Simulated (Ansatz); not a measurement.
Geometry optimisation of `N=CN=C(F)S`.

```yaml
crystal:
  periodic: [false, false, false]
  atoms:
    - {symbol: N, position_ang: [1.525935, -1.870360, 0.065236]}
    - {symbol: C, position_ang: [0.693610, -1.037067, -0.436242]}
    - {symbol: N, position_ang: [0.087645, 0.001625, 0.292419]}
    - {symbol: C, position_ang: [-0.717922, 0.819264, -0.253428]}
    - {symbol: F, position_ang: [-1.075123, 0.797839, -1.558922]}
    - {symbol: S, position_ang: [-1.542339, 2.148131, 0.557958]}
    - {symbol: H, position_ang: [1.652586, -1.640100, 1.069903]}
    - {symbol: H, position_ang: [0.429214, -1.128946, -1.511647]}
    - {symbol: H, position_ang: [-0.965107, 1.863414, 1.757723]}
basis:
  gaussian: {orbitals: def2-TZVP}
hamiltonian: {xc: pbe0, dispersion: d4}
relax: {f_tol: 0.005, max_steps: 150}
```

```sh
$ ansatz run in.yaml --threads 4 --pin off --events-out ev --progress --plain --max-ram 10444MiB
```

It prints (some lines left out):

```
Functional definition: PBE0
mean field -18645.26280441 eV, -685.2007698490 hartree, gradient 2.5e-5 eV, S^2 0.000000; 0 other end points of the search recorded, 0 dependent functions left out
relax step   1: F+E_penalty+E_count = -18645.42801865 eV  Δ(F+E_penalty+E_count) = +0.000e0 eV  max|allowed force component| = 1.048e0 eV/Å  Δτ_max = 0.0000 Å  (34 SCF iters, accepted)
mean field -18645.31464000 eV, -685.2026747718 hartree, gradient 1.4e-5 eV, S^2 0.000000; 0 other end points of the search recorded, 0 dependent functions left out
relax step   2: F+E_penalty+E_count = -18645.48111901 eV  Δ(F+E_penalty+E_count) = -5.310e-2 eV  max|allowed force component| = 3.371e-1 eV/Å  Δτ_max = 0.0273 Å  (35 SCF iters, accepted)
mean field -18645.31867891 eV, -685.2028231989 hartree, gradient 1.4e-5 eV, S^2 0.000000; 0 other end points of the search recorded, 0 dependent functions left out
relax step   3: F+E_penalty+E_count = -18645.48558051 eV  Δ(F+E_penalty+E_count) = -4.462e-3 eV  max|allowed force component| = 1.336e-1 eV/Å  Δτ_max = 0.0153 Å  (34 SCF iters, accepted)
mean field -18645.32001862 eV, -685.2028724323 hartree, gradient 1.4e-5 eV, S^2 0.000000; 0 other end points of the search recorded, 0 dependent functions left out
relax step   4: F+E_penalty+E_count = -18645.48693630 eV  Δ(F+E_penalty+E_count) = -1.356e-3 eV  max|allowed force component| = 5.934e-2 eV/Å  Δτ_max = 0.0110 Å  (35 SCF iters, accepted)
mean field -18645.32035005 eV, -685.2028846124 hartree, gradient 1.4e-5 eV, S^2 0.000000; 0 other end points of the search recorded, 0 dependent functions left out
relax step   5: F+E_penalty+E_count = -18645.48720989 eV  Δ(F+E_penalty+E_count) = -2.736e-4 eV  max|allowed force component| = 2.421e-2 eV/Å  Δτ_max = 0.0031 Å  (35 SCF iters, accepted)
mean field -18645.32041702 eV, -685.2028870734 hartree, gradient 1.4e-5 eV, S^2 0.000000; 0 other end points of the search recorded, 0 dependent functions left out
relax step   6: F+E_penalty+E_count = -18645.48727199 eV  Δ(F+E_penalty+E_count) = -6.210e-5 eV  max|allowed force component| = 8.529e-3 eV/Å  Δτ_max = 0.0074 Å  (35 SCF iters, accepted)
mean field -18645.32043618 eV, -685.2028877776 hartree, gradient 1.4e-5 eV, S^2 0.000000; 0 other end points of the search recorded, 0 dependent functions left out
relax step   7: F+E_penalty+E_count = -18645.48727999 eV  Δ(F+E_penalty+E_count) = -7.999e-6 eV  max|allowed force component| = 2.949e-3 eV/Å  Δτ_max = 0.0034 Å  (35 SCF iters, accepted)
mean field -18645.32043618 eV, -685.2028877776 hartree, gradient 1.4e-5 eV, S^2 0.000000; 1 other end points of the search recorded, 0 dependent functions left out
Total energy: -18645.48730572 eV, -685.2090201199 hartree
Atom 0 at     1.501652    -1.848826     0.058194 Å, force    -0.000605     0.000484    -0.000162 eV/Å
Atom 1 at     0.688303    -1.022407    -0.438582 Å, force    -0.000079    -0.000065     0.001216 eV/Å
Atom 2 at     0.090276     0.005565     0.301344 Å, force     0.001660    -0.002401    -0.002752 eV/Å
Atom 3 at    -0.707587     0.806224    -0.239755 Å, force    -0.002949     0.002412    -0.000474 eV/Å
Atom 4 at    -1.061157     0.770037    -1.531091 Å, force     0.001896    -0.001945     0.000645 eV/Å
Atom 5 at    -1.525835     2.125402     0.543839 Å, force    -0.000344     0.000714     0.001926 eV/Å
Atom 6 at     1.638146    -1.641778     1.049418 Å, force     0.000113    -0.000142     0.000385 eV/Å
Atom 7 at     0.431223    -1.104297    -1.495620 Å, force     0.000041     0.000886     0.000139 eV/Å
Atom 8 at    -0.966522     1.863880     1.735254 Å, force     0.000268     0.000056    -0.000923 eV/Å
Dipole moment:    -0.314890     0.487172     0.250120 e Å
```

It took 27 s on 4 threads of an Arm Neoverse V1 on a shared host, with 0.54 GiB of host memory at the peak.
